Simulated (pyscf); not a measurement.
**Four-centre exchange: H₃Si–O–InH₂ + H₂O → HO–InH₂ + HO–SiH₃**

Gas phase, singlet surface, charge 0. Bonds broken: In1–O2, O9–H10. Bonds formed: In1–O9, O2–H10. Optimised with ωB97X-D3(BJ)/def2-SVP in PySCF.

Transition state (Å):

```xyz
11

In    -1.2491    -0.2582     1.7377
O     -0.1334     0.8845     0.1525
Si     0.9781     0.4838    -1.0277
H     -2.8970     0.2032     1.6699
H     -0.3934    -1.7258     1.9299
H      1.5369     1.7209    -1.6439
H      2.0993    -0.3244    -0.4634
H      0.2767    -0.3185    -2.0688
O     -0.0436     1.3734     2.4440
H      0.1137     1.3924     1.1289
H     -0.4944     2.1445     2.8070
```

One imaginary mode, 516i cm⁻¹; descent along it reached the two sides named, in the forms told below.

```tsv
bond	change	reactant side (Å)	saddle	product side
In1–O2	breaks	2.074	2.250	2.332
O9–H10	breaks	0.990	1.325	1.604
In1–O9	forms	2.341	2.148	2.088
O2–H10	forms	1.813	1.128	1.020
```

Electronic energies relative to the separated reactants (kJ/mol):

| level | barrier | reaction energy | reverse barrier |
|---|---|---|---|
| ωB97X-D3(BJ)/def2-TZVP | -43.4 | +24.5 | -67.9 |
| PBE/def2-TZVP | -45.5 | +12.6 | -58.1 |
| r²SCAN/def2-TZVP | -51.5 | +17.8 | -69.3 |
| B3LYP-D3(BJ)/def2-TZVP | -42.1 | +19.4 | -61.5 |
| PBE0-D3(BJ)/def2-TZVP | -46.3 | +19.6 | -65.9 |
| M06-2X/def2-TZVP | -51.5 | +21.8 | -73.3 |
| ωB97M-D3(BJ)/def2-TZVP | -38.9 | +18.6 | -57.5 |
| HF/def2-TZVP | 3.7 | +23.5 | -19.9 |

With ωB97M-D3(BJ)/def2-TZVP energies and thermal terms (ideal gas, 1 atm, RRHO with modes under 100 cm⁻¹ raised to 100, one conformer, R ln 2 for chiral ones without a mode under 150 cm⁻¹), in kJ/mol:

```tsv
T (K)	ΔH‡	ΔG‡	ΔH	ΔG
298	-43.4	5.2	+17.3	+15.8
600	-43.3	54.7	+16.9	+14.5
900	-40.9	103.3	+17.3	+13.3
1200	-37.7	150.9	+17.6	+11.9
```

On the reactant side the descent ends in an adduct with a In–O contact, 76.9 kJ/mol under the separated species and 33.5 kJ/mol under the saddle at ωB97X-D3(BJ)/def2-TZVP. On the product side the descent ends in an adduct with a In–O contact, 74.2 kJ/mol under the separated species and 6.3 kJ/mol under the saddle at ωB97X-D3(BJ)/def2-TZVP. At ωB97X-D3(BJ)/def2-TZVP, PBE, r²SCAN, B3LYP-D3(BJ), PBE0-D3(BJ), M06-2X, ωB97M-D3(BJ) the saddle lies under the separated reactants, which points to a path from their complex (located at ωB97X-D3(BJ) alone). At ωB97X-D3(BJ)/def2-TZVP, PBE, r²SCAN, B3LYP-D3(BJ), PBE0-D3(BJ), M06-2X, ωB97M-D3(BJ)/def2-TZVP, HF the saddle lies under the separated products, which points to a path from their complex (located at ωB97X-D3(BJ) alone), and parting the products costs more than the saddle. What is counted as formed (In–O) is already present as a longer contact in the reactant adduct; forming that adduct is a step of its own. What is counted as broken (In–O) persists as a longer contact in the product adduct; parting that adduct is a step of its own. This is the saddle that the search found; another between the same sides may lie lower. Elements past Kr carry the def2 core potentials, without spin-orbit coupling.
